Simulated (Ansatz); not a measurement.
Energy needed to pull apart BSiH₄ (SMILES [BH][SiH3]), doublet, into free ground-state atoms, from the structure below (displaced at random from a GFN2-xTB minimum); no zero-point or spin–orbit terms; open-shell atoms are treated unrestricted, in their ground-state multiplicity.

```
6
angstrom
B 0.9233 -0.9382 0.7029
Si -0.3314 0.3258 -0.1585
H 1.3316 -2.1083 0.8033
H -1.3631 -0.3222 -0.6306
H 0.2966 1.0712 -1.4103
H -0.9081 1.4575 0.8522
```

Computed with Ansatz 0.2.0 (basis: def2-TZVPP); correlated methods freeze the cores; orbitals are unrestricted.

```csv
method,atomization energy (kcal/mol)
PBE-D4,366.0
r2SCAN-D4,372.2
B97M-V,372.4
PBE0-D4,?
BHLYP-D4,367.0
wB97M-V,366.6
HF,287.6
MP2,352.7
CCSD,?
CCSD(T),356.7
```

What does CCSD give? (Judge from chemistry; the value comes from the calculation.)

Computed: 354.5 kcal/mol, which is about 2.2 kcal/mol less than CCSD(T)/def2-TZVPP.

What does PBE0-D4 give? (To be estimated.)

Computed: 365.7 kcal/mol, which is about 9.0 kcal/mol more than CCSD(T)/def2-TZVPP.

In triple zeta the MP2 and coupled-cluster atomization energies are still short of their basis limit by a few kcal/mol a bond, whereas those of the functionals are nearly converged, so these differences are not deviations from converged CCSD(T).

No T1 diagnostic of these runs exceeds 0.016. ⟨S²⟩ of the unrestricted Hartree–Fock references: 0.76 (a pure state has 0.75).

For scale, one of the runs: CCSD(T)/def2-TZVPP forces, 129 basis functions (an equivalent command: `ansatz run in.yaml --threads 4`). Time: 34 s of wall clock on 4 CPU threads; the host was shared. Peak host memory: 2.3 GiB.
